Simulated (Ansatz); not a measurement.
System: C2H3O2, net charge 0, doublet state. It need not be the lowest isomer of its formula. 
Structure (B3LYP-D3(BJ)/def2-TZVP (Ansatz, a program for electronic structure) minimum search):
SMILES: [CH2]OC=O
```xyz
7

C     -0.8900    -0.0050     0.0066
O     -0.8153    -1.0156     0.6401
O      0.1687     0.7169    -0.4503
H     -1.8118     0.4969    -0.3047
C      1.4272     0.2754    -0.1782
H      1.5540    -0.6302     0.3892
H      2.2073     0.9005    -0.5732
```
Charge 0, spin multiplicity 2.

Wanted: atomisation energy (electronic, to ground-state atoms), in kcal/mol. Valence correlation only, unless marked. Open shells are spin-unrestricted. Spin-orbit coupling is left out. Non-relativistic. The coupled-cluster limit lacks core correlation, which all-electron functionals hold. CBS(X,Y): correlation extrapolated as X^-3; Hartree-Fock from the larger set. The bracket is a focal-point correction in the basis named.

| level | program | atomisation energy (kcal/mol) |
|---|---|---|
| BLYP/def2-TZVPD | Ansatz | 684.4 |
| revPBE-D4/def2-TZVPD | Ansatz + dftd4 | 687.5 |

Problem. What does RI-MP2/CBS(cc-pVTZ,cc-pVQZ)+[CCSD(T)-MP2]/cc-pVTZ (Ansatz) give?

Solution. 677.3 kcal/mol, so revPBE-D4/def2-TZVPD differs from it by 10.2 kcal/mol.
